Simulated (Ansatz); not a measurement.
The same path of AlF2H (4 atoms, charge 0, multiplicity 1) was run 3 times with different band settings. Lost on the way: Al1–H2, Al1–F3. Made: H2–F3.

The calculation used Ansatz 0.2.0, RKS r2SCAN-D4/6-31G*.

Relaxed end points:

```xyz
4
Properties=species:S:1:pos:R:3
Al 0.374 0.000 0.251
H 0.320 0.000 1.818
F 1.811 0.000 -0.553
F -1.005 0.000 -0.650
```

```xyz
4
Properties=species:S:1:pos:R:3
Al -0.855 0.000 0.425
H 1.667 0.000 1.303
F 1.473 0.000 0.381
F -0.786 0.000 -1.243
```

Common settings: spring 5.0 eV/Å²; optimiser quadratic models (default); start path through a guess of the saddle point; iteration limit 60; end points relaxed.

| run | movable images | climbing image | force threshold |
| --- | --- | --- | --- |
| 1 | 9 | yes | 0.05 eV/Å |
| 2 | 2 | no | 0.05 eV/Å |
| 3 | 9 | yes | 0.5 eV/Å |

(1) What does each run give, and how far can it be trusted?

Results:

(1) Run 1: converged after 9 iterations, highest image 3.167 eV above the first end. A vibrational analysis at the climbing image gives one clearly imaginary mode, 1084i cm⁻¹: a first-order saddle point.
Run 2: converged after 16 iterations, highest image 2.855 eV above the first end. Neighbouring images differ by up to 2.7 eV, so the band resolves the path poorly. No image climbed, so the highest image needn't sit at the top of the path. So few images can step over the top or miss a turn of the path.
Run 3: converged after 7 iterations, highest image 3.168 eV above the first end. The threshold of 0.5 eV/Å is loose, so the images may lie well off the minimum-energy path. Another band between the same ends (9 images) ends at a top of the same energy, where a vibrational analysis finds 1 clearly imaginary mode.
The orbitals stay closed-shell, which can raise the energy where a bond breaks towards radicals; this wasn't checked here.
